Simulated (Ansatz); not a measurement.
This script makes a ladder of basis sets of AlN (charge +1) with Ansatz's Python interface.

Script `aln.py`:
```python
# -*- coding: utf-8 -*-
"""Basis-set convergence for AlN(+)."""

import ansatz as az

METHOD = "ccsd_t"
CHARGE = 1

GEOMETRY = """
Al    0.00000    0.00000    0.00000
N     0.00000    0.00000    1.95000
"""

mol = az.Crystal.molecule()
for line in GEOMETRY.strip().splitlines():
    symbol, *xyz = line.split()
    mol = mol.atom(symbol, [float(v) for v in xyz])

base = mol.calculation()
base = base.correlation(METHOD).charge(CHARGE)
base = base.spin("collinear", total=3)

energies = {}
for basis in ["cc-pVDZ", "cc-pVTZ"]:
    r = base.basis(gaussian=basis).run().report
    size = r["n_frozen"] + r["n_occupied"][0] + r["n_virtual"][0]
    energies[basis] = (r["reference_energy_ev"] / 27.211386246, r["free_energy_ev"] / 27.211386246)
    print(f"{basis:14s} {size:4d} orbitals  reference {energies[basis][0]:14.6f} Ha  total {energies[basis][1]:14.6f} Ha")

# two-point extrapolation: the basis-set error of the correlation energy falls as X^-3
small, large = (energies[b][1] - energies[b][0] for b in ("cc-pVDZ", "cc-pVTZ"))
limit = (3 ** 3 * large - 2 ** 3 * small) / (3 ** 3 - 2 ** 3)
print(f"correlation energy: {small:.6f} and {large:.6f} Ha, extrapolated {limit:.6f} Ha")
print(f"share caught by the larger set: {100 * large / limit:.1f} %")
```

How far does the total energy move along this ladder of basis sets?

Against cc-pVDZ: cc-pVTZ -52.8 mHa. The last step alone is -52.80 mHa. From the first set to the last the time grows from 0.6 to 1.8 s.

The output:

Running `python aln.py` prints:
```text
cc-pVDZ          32 orbitals  reference    -296.029140 Ha  total    -296.172740 Ha
cc-pVTZ          64 orbitals  reference    -296.050148 Ha  total    -296.225538 Ha
correlation energy: -0.143601 and -0.175389 Ha, extrapolated -0.188774 Ha
share caught by the larger set: 92.9 %
```

Caveats:
- The drop along the ladder measures the basis error, and is no property of the molecule.
- The geometry is a force-field or estimated start, not a minimum of this method, and the last set is no limit. Much of the fall in a total is atomic energy, which cancels in bond and reaction energies.
- The species is open-shell (spin multiplicity 4).
- Inner cores stay frozen, so this is valence correlation.
- For Al to Cl the sets with a tight d function, cc-pV(X+d)Z, are usual.
- The spin state was assumed, and another may lie lower.
- An extrapolation from small basis sets is rough.
- Run time: 2.7 s on 1 thread of Arm Neoverse V2, with other jobs on the host, peak memory 0.22 GiB.

(A comment or docstring line of the script was reworded after the run, the code is as it ran; lines on the test bed's own set-up are left out of the output.)
